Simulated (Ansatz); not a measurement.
Rock-salt EuS was calculated with PBEsol (Ansatz, a first-principles code, hard PAW).

Numerical settings: plane-wave cutoff 660 eV, 12×12×12 k mesh, Fermi–Dirac smearing 0.05 eV, ferromagnetic start, spin-polarised with parallel moments.

Cell (relaxed at this level):

```cif
data_Eu4S4
_chemical_formula_sum 'Eu4 S4'
_space_group_name_H-M_alt 'Fm-3m'
_space_group_IT_number 225
_space_group_name_Hall '-F 4 2 3'
_cell_length_a 5.73129
_cell_length_b 5.73129
_cell_length_c 5.73129
_cell_angle_alpha 90.000
_cell_angle_beta 90.000
_cell_angle_gamma 90.000
loop_
_atom_site_label
_atom_site_type_symbol
_atom_site_symmetry_multiplicity
_atom_site_Wyckoff_symbol
_atom_site_fract_x
_atom_site_fract_y
_atom_site_fract_z
_atom_site_occupancy
Eu1 Eu 4 a 0.00000 0.00000 0.00000 1
S1 S 4 b 0.50000 0.50000 0.50000 1
```
(The calculation used a cell of 4 atoms; values per cell refer to that cell.)

Estimate the magnetic moment (largest site, within a sphere) that the calculation returns.


- magnetic moment (largest site, within a sphere): 6.66 μB

The run finds no gap.

Note: the 4f shell is treated without U or exact exchange, so its levels and filling can be wrong.

Moments are spin moments.

Spin–orbit coupling is not included.
